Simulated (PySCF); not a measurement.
Gas-phase reaction: BH + Cl + H ⇌ BH₂Cl

Computed with PySCF and rigid-rotor harmonic-oscillator thermochemistry at 1 bar. † marks an energy on the PBE0/def2-TZVP geometry and frequencies. MP2 freezes the core. Open shells (unrestricted): Cl (multiplicity 2, electronic degeneracy 6), H (multiplicity 2); the rest are closed-shell singlets. Spin-orbit splitting is ignored; it lowers the true energy and changes the entropy of Cl. BH₂Cl: computed as isolated molecules; such fragments, hydroxides, amides, oligomers or adducts are transient or little studied in the gas. MP2 isn't extrapolated to the basis-set limit; its ΔH°(298 K) is -861.4 kJ in def2-SVP and -879.1 kJ in def2-TZVPP. The harmonic model lacks anharmonicity and excited electronic states, which grow with temperature; levels with a mode under 35 cm⁻¹ are left out.

```csv
level,"ΔE electronic, kJ","ΔH°(298 K), kJ","ΔS°(298 K), J/K","ΔG°(1400 K), kJ"
MP2/def2-SVP†,-892,-861,-220,-533
PBE/def2-TZVP†,-922,-891,-220,-563
PBE0/def2-QZVP†,-916,-885,-220,-557
PBE0/def2-SVP†,-924,-894,-220,-565
LDA/def2-TZVP†,-1021,-990,-220,-662
ωB97X-V/def2-TZVP†,-908,-878,-220,-549
```
ΔH° is lowest at LDA/def2-TZVP† and highest at MP2/def2-SVP†. No reference value is set beside these.
